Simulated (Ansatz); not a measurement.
## HNO3 (peroxynitrous acid): from total energies to a heat of formation

HNO3: 5 atoms, total charge 0, spin state singlet. As SMILES, `O=NOO`. Geometry: relaxed at PBE0-D4/def2-TZVP. This is one conformer, not always the lowest.

```tsv
atom	x (Å)	y (Å)	z (Å)
O	0.1363	-0.8353	0.9791
N	-0.8718	-0.6283	0.4008
O	-0.7751	0.2885	-0.5890
O	0.5086	0.8269	-0.7476
H	1.0019	0.3482	-0.0433
```

Total energies at wB97X/6-311+G** (Ansatz 0.2.0); the atoms run unrestricted:

| species | state | energy (Eh) |
| --- | --- | --- |
| HNO3 | singlet | -280.850913 |
| O | triplet | -75.070031 |
| N | quartet | -54.588069 |
| H | doublet | -0.501395 |

Harmonic wavenumbers at PBE0-D4/def2-TZVP, in cm⁻¹: 399, 406, 542, 786, 892, 1010, 1464, 1700, 3499.

Measured heats of formation of the gaseous atoms at 298.15 K, in kJ/mol: O 249.2, N 472.4, H 218.0. Spin-orbit lowering of the atoms at 298 K (mean of the ground term's levels less their thermal mean, from spectra), in kJ/mol: O 0.40. Take 1 Eh = 2625.50 kJ/mol, 1 cm⁻¹ = 0.0119627 kJ/mol, RT = 2.479 kJ/mol.

Question: Work out the heat of formation of the gas at 298 K.

Answer: 
1. Electronic atomisation energy: 3 × (-75.070031) + (-54.588069) + (-0.501395) − (-280.850913) = 0.551356 Eh = 1447.6 kJ/mol.
2. Zero-point energy: half the sum of the wavenumbers, 5349 cm⁻¹ = 64.0 kJ/mol.
3. Thermal vibrational enthalpy, Σ hcν̃/(exp(hcν̃/kT) − 1): 2.6 kJ/mol. Translation, rotation and pV of a non-linear molecule: 4 RT = 9.9 kJ/mol.
4. The 5 free atoms carry 5/2 RT each: 31.0 kJ/mol.
5. Spin-orbit coupling lowers the free atoms by 3 × 0.40 = 1.2 kJ/mol.
6. Atomisation enthalpy at 298 K: 1447.6 − 1.2 − 64.0 − 2.6 − 9.9 + 31.0 = 1400.9 kJ/mol.
7. Sum of the atoms' heats of formation: 1438.0 kJ/mol. Heat of formation: 1438.0 − 1400.9 = +37.1 kJ/mol.

The tabulated value is -12.8 kJ/mol (Active Thermochemical Tables), so this level is off by +49.9 kJ/mol, or 3.4 % of the atomisation enthalpy that the table implies (1450.9 kJ/mol). Anharmonicity and any spin-orbit splitting of the molecule are left out.
